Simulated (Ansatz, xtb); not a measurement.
Two conformers of C4H10

Structure I: `CCCC`, a singlet. Structure II: `CCCC`, a singlet. Both are isolated molecules in the gas phase, relaxed with PBE0-D3(BJ)/def2-SVP.

I (Å):

```xyz
14

C    -1.4791   -2.2193   -1.0140
C    -0.9088   -0.9440   -0.4107
C    -1.5830   -0.5006    0.8856
C    -3.0488   -0.1202    0.7362
H    -2.5353   -2.1030   -1.3022
H    -1.4230   -3.0571   -0.2995
H    -0.9263   -2.5173   -1.9179
H    -0.9753   -0.1252   -1.1498
H     0.1684   -1.0859   -0.2187
H    -1.0272    0.3591    1.2973
H    -1.4861   -1.3061    1.6359
H    -3.4698    0.2356    1.6889
H    -3.6643   -0.9714    0.4062
H    -3.1771    0.6858   -0.0050
```

II (Å):

```xyz
14

C    -0.0831   -1.7579   -2.9027
C    -0.5290   -0.6405   -1.9735
C     0.4095   -0.4196   -0.7942
C    -0.0360    0.6982    0.1347
H    -0.7812   -1.8924   -3.7430
H     0.9124   -1.5508   -3.3277
H    -0.0171   -2.7195   -2.3684
H    -1.5431   -0.8567   -1.5920
H    -0.6211    0.3019   -2.5427
H     1.4237   -0.2039   -1.1756
H     0.5012   -1.3618   -0.2246
H     0.6617    0.8324    0.9754
H    -0.1011    1.6598   -0.3997
H    -1.0319    0.4919    0.5592
```

**Question.** Estimate which is lower in electronic energy at CCSD(T)/def2-SVP + ΔMP2/def2-TZVPP, and by roughly how much.

**Answer.** Too close to call at this level: CCSD(T)/def2-SVP + ΔMP2/def2-TZVPP gives E(II) − E(I) = −0.61 kcal/mol.

The same difference at several levels:

```json
{"level": "PBE0-D3(BJ)/def2-SVP", "geometry": "PBE0-D3(BJ)/def2-SVP", "E(II) − E(I) (kcal/mol)": "−0.54", "departure from the last row (kcal/mol)": "+0.08", "job, with rough time for the two": "optimisation, 60 s"}
{"level": "HF/def2-SVP", "geometry": "PBE0-D3(BJ)/def2-SVP", "E(II) − E(I) (kcal/mol)": "−1.01", "departure from the last row (kcal/mol)": "−0.39", "job, with rough time for the two": "part of the CCSD(T) run"}
{"level": "MP2/def2-SVP", "geometry": "PBE0-D3(BJ)/def2-SVP", "E(II) − E(I) (kcal/mol)": "−0.58", "departure from the last row (kcal/mol)": "+0.04", "job, with rough time for the two": "part of the CCSD(T) run"}
{"level": "CCSD(T)/def2-SVP", "geometry": "PBE0-D3(BJ)/def2-SVP", "E(II) − E(I) (kcal/mol)": "−0.61", "departure from the last row (kcal/mol)": "0.00", "job, with rough time for the two": "single point"}
{"level": "CCSD(T)/def2-SVP + ΔMP2/def2-TZVPP", "geometry": "PBE0-D3(BJ)/def2-SVP", "E(II) − E(I) (kcal/mol)": "−0.61", "departure from the last row (kcal/mol)": "", "job, with rough time for the two": "single point, 68 s"}
```

The largest departure from CCSD(T)/def2-SVP + ΔMP2/def2-TZVPP is that of HF/def2-SVP, 0.39 kcal/mol. Levels run at GFN2-xTB geometries aren't shown. The last row adds to CCSD(T) the change of the MP2 difference between the two basis sets, here 0.00 kcal/mol.

With harmonic frequencies from PBE0-D3(BJ)/def2-SVP (ideal gas, rigid rotor, one conformer each, 400 K, 1 atm): on the last row, ΔE + ΔZPE = −0.69, ΔH = −0.65, ΔG = −0.67 kcal/mol.

The correlated steps freeze 4 core orbitals. Mirror images aren't counted in ΔG. Programs: Ansatz 0.2.0; the last row on 2 threads of AMD EPYC (Zen 3) on a shared host.
